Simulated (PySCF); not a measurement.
## Static response to an electric field

Species: tert-butylhydrazine, C₄H₁₂N₂.
Structure used (GFN2-xTB), in Å, numbered top down from 1:
```xyz
18
C4H12N2 angstrom
C     -0.3620   -0.8996    1.1248
C      0.2078   -0.1101   -0.0574
C      1.3580   -0.8951   -0.6922
C      0.7230    1.2579    0.4218
N     -0.8256   -0.0030   -1.0962
N     -2.0650    0.5822   -0.7495
H      0.4321   -1.1518    1.8221
H     -1.1111   -0.3196    1.6608
H     -0.8194   -1.8188    0.7670
H      1.7738   -0.3484   -1.5357
H      0.9948   -1.8539   -1.0514
H      2.1487   -1.0638    0.0341
H      1.4896    1.1250    1.1806
H     -0.0804    1.8515    0.8567
H      1.1511    1.8156   -0.4099
H     -0.4569    0.5174   -1.8886
H     -1.9623    1.4214   -0.1731
H     -2.6050   -0.1006   -0.2256
```

Level: CAM-B3LYP/def2-SVPD (PySCF), static field, nuclei fixed, core orbitals frozen in the response. The polarisability tensor in these axes (au):

```
x   71.47 -1.93 -0.36
y   -1.93 66.28 -0.03
z   -0.36 -0.03 65.45
```

Diagonalise the tensor; give its mean and Δα, where Δα² is half the sum of the squared differences of the eigenvalues.

Principal values 65.36, 65.71 and 72.13 au; mean 67.73 au = 10.04 Å³ = 11.17 × 10⁻⁴⁰ C²·m²/J; Δα = 6.60 au (10 % of the mean).

What is the dipole moment, and where does it point?

(1.04, 0.59, 1.50) D, 1.92 D in size, pointing from the negative to the positive side. Measured along this direction, the outermost atoms are H18, H16 and N6 at the negative end and H13 at the positive end.

Traceless (Buckingham) quadrupole moment about the centre of nuclear charge: eigenvalues?

-7.07, 1.30, 5.77 D·Å. The values depend on the origin, since the dipole doesn't vanish. The electronic extent ⟨r²⟩ about the same centre is 643 bohr², a root-mean-square distance of 1.90 Å for the 50 electrons.

How large is μ²/3kT at 350 K beside α?

In Gaussian units μ²/3kT = 25.35 Å³ against 10.04 Å³, a ratio of 2.53; the Debye molar polarisation (4π/3)N_A(α + μ²/3kT) is 89.3 cm³/mol, leaving out the vibrational part.

Molar refractivity from α?

Lorentz–Lorenz: R = (4π/3)N_A α = 2.5225 cm³/(mol·Å³) × 10.04 Å³ = 25.3 cm³/mol, in the limit of long wavelengths.

Find the Langevin capture rate constant for O2+ (31.990 u) meeting this molecule (88.100 u), k = 2.342 × 10⁻⁹ cm³/s × √(α in Å³ / reduced mass in u).

The reduced mass is 23.47 u, so k = 1.53 × 10⁻⁹ cm³/s. The formula leaves out the permanent dipole, which adds to the capture rate.

What depolarisation ratio follows for Rayleigh scattering of linearly polarised light, taking the static tensor?

ρ = 3Δα²/(45ᾱ² + 4Δα²) = 130.7/(206445 + 174.2) ≈ 0.000632.

Isolated species at its GFN2-xTB geometry (one conformer only).
